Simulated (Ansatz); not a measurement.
Two structures of BNH5Cl, closed shell, reached by relaxing down either side of one saddle point (PBE0-D4/def2-TZVP). Energies are electronic, without zero-point energy. Ansatz 0.2.0; basis: def2-TZVPP and def2-QZVPP; cores frozen in the correlated methods. Extrapolation: Hartree–Fock as exp(−7.88 √X), correlation as X^−2.97. First:

B1  (-0.866, -0.682, 0.419)
N2  (-0.480, 0.613, 0.078)
H3  (-1.370, -1.370, -0.419)
H4  (-0.659, -1.070, 1.530)
H5  (1.487, 0.123, -0.558)
Cl6  (2.706, 0.082, -0.990)
H7  (-0.124, 1.272, 0.752)
H8  (-0.694, 1.031, -0.813)
(Å)

Second:

| atom | x (Å) | y (Å) | z (Å) |
| --- | --- | --- | --- |
| B1 | -0.0176 | -0.8060 | 0.0839 |
| N2 | -0.1682 | 0.8015 | -0.0808 |
| H3 | -0.5448 | -1.2962 | -0.8816 |
| H4 | -0.5172 | -1.0865 | 1.1432 |
| H5 | 0.2792 | 1.1053 | -0.9416 |
| Cl6 | 1.8184 | -1.0751 | 0.0867 |
| H7 | 0.2950 | 1.2745 | 0.6906 |
| H8 | -1.1447 | 1.0826 | -0.1004 |

(1) Which bonds change from the first to the second?

(2) Give the saddle point's structure and its height above each. (To be estimated.)

No T1 diagnostic of these runs exceeds 0.012.

Results:

(1) BNH₄ ([BH2][NH2]) + HCl → BH₂Cl ([BH2][Cl]) + NH₃ (still joined by a long B–N bond); bonds formed: B1–Cl6, N2–H5; bonds broken: H5–Cl6; bonds weakened to dative contacts: B1–N2.

(2) Computed: 17.51 kcal/mol above the first and 32.52 kcal/mol above the second (CCSD(T) at an estimated basis limit (MP2 extrapolated from triple and quadruple zeta, plus CCSD(T) − MP2 in triple zeta)).
B1  (-0.372, -0.693, 0.242)
N2  (-0.322, 0.773, -0.003)
H3  (-0.864, -1.372, -0.601)
H4  (-0.158, -1.071, 1.348)
H5  (0.921, 0.451, -0.404)
Cl6  (1.951, -0.639, -0.608)
H7  (-0.296, 1.396, 0.791)
H8  (-0.861, 1.155, -0.767)
(Å)

Hydrogen chloride, the by-product of chloride precursors, can attack films and sites by steps of this kind.

Labels in which every atom is bracketed show which atoms are joined, not bond orders.

For scale, one of the runs: CCSD(T)/def2-TZVPP, 174 basis functions, launched by `ansatz run in.yaml --threads 2 --pin off --events-out ev --progress --plain --max-ram 4352MiB`. The run took 11 s on 2 CPU threads of an Intel Xeon 6975P-C (shared host), with 1.7 GiB of host memory at its peak.
